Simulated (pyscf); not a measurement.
Routes from dichlorosilylene (Cl–Si:–Cl) [singlet] + hydrogen (H₂)

Candidate steps break at most two bonds and form at most two. Each was searched with GFN2-xTB (tblite) first. Structures and frequencies: ωB97X-D3(BJ)/def2-SVP in PySCF. Energies: ωB97M-D3(BJ)/def2-TZVP, kcal/mol, from the separated reactants, singlet surface; ΔG‡ with ideal gas, 1 atm, RRHO with modes under 100 cm⁻¹ raised to 100, one conformer, R ln 2 for chiral ones without a mode under 150 cm⁻¹.

```tsv
products	type	ΔE‡	ΔE	ΔG‡ 298 K	ΔG‡ 900 K	ν‡ (cm⁻¹)
HCl + :HSi–Cl [singlet]	four-centre exchange	32.2	+31.2	40.6	58.2	962i
Cl–SiH₂–Cl	insertion	39.5	-37.0	48.1	66.2	1500i
```

Row 1: On the product side the descent ends in a complex, 7.2 kcal/mol under the separated species and 6.7 kcal/mol under the saddle at ωB97X-D3(BJ)/def2-TZVP. 

Plain bond fissions and candidates not yet searched are not listed, and one of them may be faster. Each barrier is that of the saddle found; lower ones may exist.
